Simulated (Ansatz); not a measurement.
# C₃H₈O: one species, many methods

One table from this session's results is given with a row withheld; the runs are named, their logs left out.

Method: functionals in def2-TZVPP, the program's frozen cores in correlated methods; program: Ansatz 0.2.0, Gaussian basis.

The runs, in order: PBE-D4, r2SCAN-D4, PBE0-D4, B3LYP-D4, ωB97X-V, ωB97M-V, B2PLYP; CCSD(T)/def2-TZVPP; MP2/def2-QZVPP; extrapolation to the limit.

## The geometry

An earlier PBE0-D4 in a triple-zeta def2 set relaxation fixed the geometry.

SMILES `CCCO`, 12 atoms, charge 0, spin multiplicity 1.

Atoms are counted from 1 here; the program's logs count them from 0.

Bond lengths: C1–C2 1.518 Å, C1–H5 1.092 Å, C1–H6 1.092 Å, C1–H7 1.094 Å, C2–C3 1.517 Å, C2–H8 1.098 Å, C2–H9 1.096 Å, C3–O4 1.414 Å, C3–H10 1.094 Å, C3–H11 1.099 Å, O4–H12 0.961 Å. Angles: C2–C1–H5 110.9°, C2–C1–H6 111.5°, C2–C1–H7 110.9°, H5–C1–H6 108.2°, H5–C1–H7 107.5°, H6–C1–H7 107.8°, C1–C2–C3 113.2°, C1–C2–H8 110.1°, C1–C2–H9 110.3°, C3–C2–H8 108.8°, C3–C2–H9 108.2°, H8–C2–H9 105.9°, C2–C3–O4 113.3°, C2–C3–H10 109.9°, C2–C3–H11 110.0°, O4–C3–H10 105.4°, O4–C3–H11 110.7°, H10–C3–H11 107.2° and more.

The first run:

Input file in.yaml:

```yaml
crystal:
  periodic: [false, false, false]
  atoms:
    - {symbol: C, position_ang: [-1.029731, 0.785687, 0.588785]}
    - {symbol: C, position_ang: [-0.257421, -0.508698, 0.404695]}
    - {symbol: C, position_ang: [1.064991, -0.318096, -0.314545]}
    - {symbol: O, position_ang: [0.920586, 0.210137, -1.617980]}
    - {symbol: H, position_ang: [-1.212207, 1.269732, -0.372398]}
    - {symbol: H, position_ang: [-1.993900, 0.610457, 1.070780]}
    - {symbol: H, position_ang: [-0.468313, 1.489164, 1.210059]}
    - {symbol: H, position_ang: [-0.864199, -1.232807, -0.154676]}
    - {symbol: H, position_ang: [-0.055243, -0.973120, 1.376580]}
    - {symbol: H, position_ang: [1.682918, 0.404928, 0.225878]}
    - {symbol: H, position_ang: [1.619125, -1.266712, -0.338216]}
    - {symbol: H, position_ang: [0.411594, -0.415772, -2.139760]}
basis:
  gaussian: {orbitals: def2-TZVPP}
hamiltonian: {xc: pbe, dispersion: d4}
output: {forces: true, orbitals: {seedname: orbitals}}
```

Among the steps run: PBE-D4 (GGA); r2SCAN-D4 (meta-GGA); PBE0-D4 (hybrid); B3LYP-D4 (hybrid); ωB97X-V (range-separated); ωB97M-V (range-separated); B2PLYP (double hybrid); CCSD(T) in def2-TZVPP; MP2 in def2-QZVPP.

One of the session's tables, all rows but one given; the rest of the session is left out.

It belongs to the step «Atomisation energies». 

```
            method  atoms, summed (eV)  atomisation energy (eV)
            PBE-D4           -5235.321                   48.727
         r2SCAN-D4           -5239.737                   47.923
           PBE0-D4           -5236.641                   48.032
          B3LYP-D4           -5243.415                   47.888
           ωB97X-V                   ?                        ?
           ωB97M-V           -5240.075                   47.995
            B2PLYP           -5238.788                   47.440
     HF/def2-TZVPP           -5221.635                   35.527
    MP2/def2-TZVPP           -5230.887                   47.341
   CCSD/def2-TZVPP           -5233.005                   46.297
CCSD(T)/def2-TZVPP           -5233.248                   46.862
           MP2/CBS           -5232.623                   48.406
       CCSD(T)/CBS           -5234.984                   47.926
```

**Question.** Estimate the row for ωB97X-V.

**Answer.** atoms, summed (eV): -5241.243; atomisation energy (eV): 47.910. In the column «atoms, summed (eV)» it lies between B3LYP-D4 (-5243.415) and ωB97M-V (-5240.075).

Caveats from the session: Free atoms (3 C, 1 O, 8 H) were run apart at each level; the atomisation energy is their sum less the molecule, without zero-point or spin-orbit terms.
